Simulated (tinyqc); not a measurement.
UHF in the sto-3g basis, for BH, spin multiplicity 3, step by step. One step of it, computed by the program tinyqc.

Task: Orthogonalisation. S = U s U^T; symmetric (Loewdin) form X = U s^(-1/2) U^T, so that X^T S X = 1.

overlap S, lower triangle:
```
           1B 1s     1B 2s    1B 2px    1B 2py    1B 2pz     2H 1s
1B 1s   1.000000
1B 2s   0.269328  1.000000
1B 2px  0.000000  0.000000  1.000000
1B 2py  0.000000  0.000000  0.000000  1.000000
1B 2pz  0.000000  0.000000  0.000000  0.000000  1.000000
2H 1s   0.065292  0.471744  0.000000  0.000000  0.485447  1.000000
```

Give: eigenvalues of S; X.

Result:

eigenvalues of S: 0.3108  0.7963  1.0000  1.0000  1.1680  1.7248

X, lower triangle:
```
          1B 1s    1B 2s  1B 2px  1B 2py   1B 2pz   2H 1s
1B 1s    1.0303
1B 2s   -0.1546   1.1650
1B 2px   0.0000   0.0000  1.0000
1B 2py   0.0000   0.0000  0.0000  1.0000
1B 2pz  -0.0134   0.1368  0.0000  0.0000   1.1372
2H 1s    0.0281  -0.3525  0.0000  0.0000  -0.3551  1.2683
```
